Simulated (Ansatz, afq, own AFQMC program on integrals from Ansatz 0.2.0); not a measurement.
**CH$_{3}$O, doublet: AFQMC among the cluster methods**

```yaml
atoms:
  - { symbol: C, position_ang: [0.8413, -2.3782, 2.4403] }
  - { symbol: O, position_ang: [1.0978, -1.2113, 1.8154] }
  - { symbol: H, position_ang: [-0.1424, -2.4136, 2.9547] }
  - { symbol: H, position_ang: [0.9856, -3.2786, 1.8064] }
  - { symbol: H, position_ang: [1.6041, -2.4574, 3.2519] }
```

Connectivity, by distances: CH3–O.

Basis def2-SVP. Noble-gas cores (and the filled d shells of Ga–Kr and In–Xe) are frozen. Integrals, coupled cluster, full CI and functionals: Ansatz 0.2.0; the random walks run on the same integrals in our own AFQMC program. The CISD trial takes its coefficients from CCSD amplitudes. Released means that phaseless walkers are propagated on without the constraint, phases kept. ± is one standard error of the sampling.

Determinant: UHF, the one that the program's search chose, which needn't be the lowest solution. The geometry is a PBE0/def2-SVP stationary point of this or a neighbouring charge and spin state.

No full CI on the walks' own integrals is used here; CCSDT(Q) serves as the reference and is uncertain by about the last step of the cluster series.

Cautions: the ph-AFQMC/HF walk drifts between its halves (2.1 errors).

* T1 diagnostic: 0.0166
* weight of the determinant in the CISD state: 0.899
* ⟨S²⟩ of the determinant: 0.758
* size of the correlated space: 13 electrons in 41 orbitals

Estimate: order these by the size of their error in total energy against CCSDT(Q), smallest first.
A. phaseless AFQMC with a CISD trial
B. CCSD
C. MP2
D. CCSD(T)

A (0.07 ± 0.19 mEh), D (1.10 mEh), B (7.82 mEh), C (38.94 mEh).

Reference: CCSDT(Q), correlation energy -8.866 eV.
